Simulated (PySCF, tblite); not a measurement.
Compound: methanesulfonyl chloride, CH3ClO2S.
SMILES: `CS(=O)(=O)Cl`

Computed with PBE0/def2-SVPD in PySCF (dipole) on a GFN2-xTB geometry, gas phase.

Take the most abundant isotopes and a rigid rotor. 

Problem. What are A, B and C (GHz)?

Solution. Ia = 110.48, Ib = 181.13, Ic = 191.63 u·Å²; 505379 MHz·u·Å²/I gives 4574, 2790 and 2637 MHz, that is A = 4.5743, B = 2.7901, C = 2.6373 GHz.

Problem. Classify the top.

Solution. An asymmetric top. Ray's parameter κ = (2B − A − C)/(A − C) = -0.842; −1 is the prolate and +1 the oblate limit.

Problem. What does the inertial defect say?

Solution. Not planar: Δ = Ic − Ia − Ib = -99.99 u·Å². For a rigid frame Δ = −2 Σ m c², so Σ m c² = 49.99 u·Å² lies off the ab plane: 1.62 from hydrogen and 48.37 from heavier atoms. The atom farthest from that plane is 1.23 Å away.

Problem. Where do the levels up to J = 3 lie, in MHz?

Solution. Above 0(0,0):
J = 1: 1(0,1) 5427, 1(1,1) 7212, 1(1,0) 7364
J = 2: 2(0,2) 16273, 2(1,2) 17914, 2(1,1) 18372, 2(2,1) 23725, 2(2,0) 23734
J = 3: 3(0,3) 32518, 3(1,3) 33961, 3(1,2) 34877, 3(2,2) 40007, 3(2,1) 40054, 3(3,1) 49316, 3(3,0) 49316

Problem. Which lines would a microwave search look for?

Solution. The dipole components are |μa| = 0.25 D, |μb| = 3.96 D, |μc| = 0.00 D; the mirror of this Cs structure is the ab plane, so μc vanishes by symmetry (the 0.01 D computed is a residue) and there are no c-type lines. The squared components, which scale the intensities, stand as 0.00 : 1.00 (a : b). Some lines, for components of 0.1 D or more:

| type | branch | J(Ka,Kc) | MHz | lower level (cm⁻¹) |
| --- | --- | --- | --- | --- |
| a | Q | 2(1,1) ← 2(1,2) | 458 | 0.598 |
| b | Q | 5(1,4) ← 5(0,5) | 3253 | 2.705 |
| b | Q | 3(2,2) ← 3(1,3) | 6046 | 1.133 |
| b | Q | 5(2,4) ← 5(1,5) | 6761 | 2.737 |
| b | R | 1(1,1) ← 0(0,0) | 7212 | 0.000 |
| b | Q | 4(4,0) ← 4(3,1) | 13006 | 2.370 |
| b | Q | 5(5,0) ← 5(4,1) | 16726 | 3.710 |
| a | R | 4(1,4) ← 3(1,3) | 21386 | 1.133 |
| a | R | 4(3,1) ← 3(3,0) | 21730 | 1.645 |
| a | R | 4(2,2) ← 3(2,1) | 21794 | 1.336 |
| b | R | 5(1,4) ← 4(2,3) | 22638 | 2.058 |
| b | R | 5(2,3) ← 4(1,4) | 33795 | 1.846 |
| b | R | 4(4,1) ← 3(3,0) | 34735 | 1.645 |

Problem. Estimate the classical rotational partition function at 25 K, 100 K and 298.15 K.

Solution. Point group Cs, symmetry number σ = 1; q = (√π/σ)·√((kT/h)³/(ABC)), k/h = 20836.6 MHz/K: 3630 at 25 K, 29100 at 100 K, 150000 at 298.15 K.

Its GFN2-xTB frequencies are all real (lowest 131 cm⁻¹). Zero-point vibration and centrifugal distortion are left out. A rigid rotor knows nothing of internal rotation, which can split or shift real lines. Quadrupole hyperfine structure (35Cl) is left out.

Cost: about 30 s of CPU time on one thread; the machine was shared, so the figure is rough. This is the PBE0/def2-SVPD job that gave the dipole, with the excitations it also computed.
